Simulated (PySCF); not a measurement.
Gas-phase reaction: C4H10 (n-butane) + 2 H → 4 CH3

Energies from PySCF (xtb for GFN2), thermal terms from the rigid-rotor harmonic-oscillator model, ideal gas at 1 bar. 'Table' is the NASA 1993 thermochemical table (part measured, part estimated). S°(298 K) at PBE0/def2-TZVP differs from the NASA 1993 table for C4H10 (n-butane) (-9 J/mol/K); whether the harmonic model or the table's entry is off was not settled. † marks an energy on the PBE0/def2-TZVP geometry and frequencies; other levels use their own. MP2 freezes the core. 6-31G* has spherical d functions here. Open shells (unrestricted): H (multiplicity 2), CH3 (multiplicity 2); the rest are closed-shell singlets. GFN2 has no spin-polarisation term. B3LYP is the form with VWN-RPA correlation. MP2 isn't extrapolated to the basis-set limit; its ΔH°(298 K) is 341.6 kJ in def2-SVP and 320.6 kJ in def2-TZVPP. The harmonic model lacks anharmonicity and excited electronic states, which grow with temperature; levels with a mode under 35 cm⁻¹ are left out. Internal rotation in C4H10 (n-butane) is treated as a harmonic vibration of one conformer, which makes the entropy rough.

| level | ΔH°(298 K), kJ | minus table | ΔG°(1400 K), kJ |
|---|---|---|---|
| table | 277.4 | - | -42.4 |
| B3LYP/6-31G* | 254.9 | -22.5 | -94.7 |
| GFN2-xTB | 501.3 | 223.9 | 156.7 |
| HF/6-31G* | 124.2 | -153.2 | -250.0 |
| HF/def2-TZVP† | 96.5 | -180.9 | -245.8 |
| MP2/def2-SVP† | 341.6 | 64.2 | -0.6 |
| MP2/def2-TZVPP† | 320.6 | 43.2 | -21.7 |
| PBE0/def2-TZVP | 274.5 | -2.9 | -67.7 |
| r2SCAN/def2-TZVP† | 213.7 | -63.7 | -128.6 |
| LDA/def2-TZVP† | 424.5 | 147.1 | 82.2 |
| ωB97M-V/def2-TZVP† | 288.4 | 11.0 | -53.9 |
| ωB97X-V/def2-TZVP† | 296.8 | 19.4 | -45.5 |
